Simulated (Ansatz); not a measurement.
Relaxation of BClH5N (8 atoms, charge 0, multiplicity 1), to a largest force component of 0.03 eV/Å in at most 50 steps.

Computed with RKS r2SCAN-D4/def2-SVP (Ansatz).

```xyz
8
Properties=species:S:1:pos:R:3:forces:R:3
B 0.014 -0.131 0.276 0.09 -0.55 2.26
N 0.045 -0.342 1.734 -0.09 0.48 -2.35
H -0.776 -0.606 2.265 -0.02 -0.03 0.01
H 0.910 -0.388 2.259 0.02 0.02 0.02
H 1.058 0.082 -0.284 0.01 -0.02 0.00
H -1.045 -0.222 -0.288 -0.01 0.02 0.01
Cl -0.351 2.898 0.593 0.02 -0.58 0.68
H -0.275 1.871 1.441 -0.02 0.66 -0.64
```

Q: Where does it end, and by what steps?

A: The forces met the threshold. After 8 steps the energy has fallen by 0.177 eV; Cl7 moved furthest, 0.60 Å.

| step | energy less start (eV) | largest force component (eV/Å) | accepted |
| --- | --- | --- | --- |
| 0 | 0.0000 | 2.350 | yes |
| 1 | -0.0939 | 1.246 | yes |
| 2 | -0.1322 | 1.070 | yes |
| 3 | -0.1499 | 0.821 | yes |
| 4 | -0.1527 | 0.943 | yes |
| 5 | -0.1750 | 0.214 | yes |
| 6 | -0.1767 | 0.114 | yes |
| 7 | -0.1769 | 0.041 | yes |
| 8 | -0.1769 | 0.007 | yes |

```xyz
8
Properties=species:S:1:pos:R:3
B 0.043 -0.343 0.222
N 0.026 -0.210 1.617
H -0.811 -0.343 2.176
H 0.869 -0.119 2.175
H 1.098 -0.248 -0.354
H -1.001 -0.528 -0.353
Cl -0.404 3.114 1.155
H -0.241 1.839 1.359
```

Whether the end is a true minimum wasn't checked by a vibrational analysis.

Time of the run: 34 s on 1 thread of Arm Neoverse V1 (shared host), peak memory 0.14 GiB.
